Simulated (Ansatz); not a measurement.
System: zinc-blende BeTe. Method: Hartree–Fock (PAW; Ansatz, a first-principles code).

Numerical settings: plane-wave cutoff 460 eV, 8×8×8 k mesh, Fermi–Dirac smearing 0.01 eV, scalar-relativistic PAW data made under PBE.

The cell is scaled about its equilibrium volume:

```csv
V (Å³/atom),P (GPa),direct gap at Γ (eV),smallest gap on the k mesh (eV)
22.829,3.24,10.181,7.986
23.429,1.52,10.201,8.042
23.898,0.31,10.213,8.083
24.631,-1.37,10.105,8.141
25.232,-2.57,9.888,8.183
```

The fundamental gap (8.09 eV at the equilibrium volume, on the SCF mesh) lies elsewhere than Γ–Γ.

Spin–orbit coupling is not included; with these elements it can move the gap by several tenths of an eV or more.
